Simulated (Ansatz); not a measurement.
Ansatz (a quantum-chemistry and plane-wave program) input (CCSD(T)/def2-TZVP):

Ansatz 0.2 input:
```yaml
crystal:
  periodic: [false, false, false]
  atoms:
    - {symbol: C, position_ang: [-0.00541272, 0.00514807, 0.86088345]}
    - {symbol: C, position_ang: [-0.00020344, -0.64634739, -0.49579893]}
    - {symbol: C, position_ang: [0.00648613, 0.64037189, -0.50345144]}
    - {symbol: H, position_ang: [0.90225350, 0.00400638, 1.46236727]}
    - {symbol: H, position_ang: [-0.92057007, 0.01341463, 1.45085018]}
    - {symbol: H, position_ang: [-0.00162276, -1.57792247, -1.03216063]}
    - {symbol: H, position_ang: [0.01471952, 1.56546606, -1.05085530]}
basis:
  gaussian:
    orbitals: def2-TZVP
magnetization: {spin_polarized: false}
correlation: {method: ccsd_t, electrons: outside_noble_gas}
```

Output:

```
Functional definition: HF
integrals: 0.17 GiB planned
794 factors; integrals over basis functions are off by at most 1.1e-3 eV
mean field: 0.25 GiB planned
mean field evaluation 1: about -3150.7451 eV, gradient 2.9e1 eV
mean field evaluation 2: about -3150.7484 eV, gradient 2.9e1 eV
mean field evaluation 4: about -3152.8986 eV, gradient 2.7e0 eV
mean field evaluation 8: about -3152.9220 eV, gradient 2.5e-4 eV
mean field evaluation 16: about -3152.9217 eV, gradient 2.8e-1 eV
mean field -3152.92200126 eV, -115.8677464191 hartree, gradient 2.3e-6 eV, S^2 0.000000; 0 other end points of the search recorded, 0 dependent functions left out
3 core orbitals not correlated
reference -3152.92200126 eV, -115.8677464191 hartree; 8, 8 occupied and 106, 106 virtual orbitals, 794 factors
second order -12.90624673 eV of doubles, -0.00000000 eV of singles
coupled cluster: 0.42 GiB planned
cycle   1  -13.13829283 eV  change   -2.3e-1 eV  update   7.5e-2
cycle   2  -13.49507348 eV  change   -3.6e-1 eV  update   2.3e-2
cycle   3  -13.55313944 eV  change   -5.8e-2 eV  update   9.7e-3
cycle   4  -13.55418793 eV  change   -1.0e-3 eV  update   2.7e-3
cycle   5  -13.55541037 eV  change   -1.2e-3 eV  update   7.6e-4
cycle   6  -13.55541889 eV  change   -8.5e-6 eV  update   1.9e-4
cycle   7  -13.55537639 eV  change    4.2e-5 eV  update   4.4e-5
cycle   8  -13.55538889 eV  change   -1.2e-5 eV  update   1.4e-5
perturbative correction -0.63399051 eV, -0.0232987214 hartree
Total energy: -3167.11138066 eV, -116.3891964940 hartree
```
